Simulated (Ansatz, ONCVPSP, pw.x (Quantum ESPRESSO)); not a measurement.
# zinc (bcc): variants of one ONCV potential in the solid

- Element: zinc (Zn)
- Generator: ONCVPSP 4.0.1.1 (patched build)
- Type: optimised norm-conserving Vanderbilt (ONCV)
- Functional: PBEsol
- Relativity: scalar-relativistic
- Frozen core: [Ar] 3d10
- Valence charge: 2
- Reference configuration: 4s1.75 4p0.25
- Partial waves: 4s: rc 1.90 bohr, ncon 3, nbas 6, qcut 2.7 1/bohr, 2 projectors, debl 1 Ha; 4p: rc 3.00 bohr, ncon 4, nbas 9, qcut 2.5 1/bohr, 2 projectors, debl 0.4 Ha; d scattering state at 0.38 Ha: rc 2.95 bohr, ncon 4, nbas 8, qcut 3.4 1/bohr, 2 projectors, debl 0.4 Ha
- Local potential: polynomial inside 1.60 bohr (lpopt 3, dvloc0 0 Ha)
- Core correction: polynomial model core, fcfact 0.7

Crystal test: bcc Zn in pw.x 7.5, no spin, 15³ k-points, Fermi–Dirac smearing 0.01 Ry, cutoffs set for each file from its atomic test. The reference is all-electron LAPW (Ansatz 0.2.0) with the same functional, mesh and smearing; V0 and B0 come from Birch–Murnaghan fits to the pressures at five volumes. Errors are pseudo minus all-electron; Δ is the rms difference of the E(V) curves that follow from these fits, minima aligned, over ±6 % about the mean V0. Mesh and smearing are coarse, so the numbers serve the comparison and aren't converged zero-temperature values; the lattice is a test structure that the element need not adopt.

All-electron: a0 = 3.060 Å (V0 = 14.33 Å³/atom), B0 = 82.5 GPa.

Base: The largest radius (3.00 bohr) exceeds half the bond length (2.49 bohr), so the spheres overlap, which is one possible source of error among others. This is a poor potential for the solid.

A dash in a converged row means that the minimum lies outside the volumes sampled.

| change | cutoffs (Ry) | pw.x | a0 (Å) | a0 error (%) | B0 error (%) | Δ (meV/atom) | mean pressure error (GPa) |
| --- | --- | --- | --- | --- | --- | --- | --- |
| base | 65/260 | converged | – | – | – | – | -5.50 |
| d: rc 3.02 | 65/260 | converged | – | – | – | – | -5.40 |
| p: debl 1.9 | 65/260 | converged | – | – | – | – | -5.57 |
| core correction Teter function fitted to the true core (icmod 2), fcfact 0.55 | 65/260 | converged | – | – | – | – | -13.82 |
| reference 4s1.5; wave 4p: rc 3.00 bohr, ncon 4, nbas 9, qcut 2.5 1/bohr, 2 projectors, debl 0.4 Ha becomes p scattering state at 0.25 Ha: rc 3.00 bohr, ncon 4, nbas 9, qcut 2.5 1/bohr, 2 projectors, debl 0.4 Ha | 65/260 | converged; energies reset by the program | 3.020 | -1.31 | -11.0 | 9.8 | -3.01 |

**Question.** Give the row for: d: rc 3.32.

**Answer.** pw.x: converged; mean pressure error (GPa): -5.31.
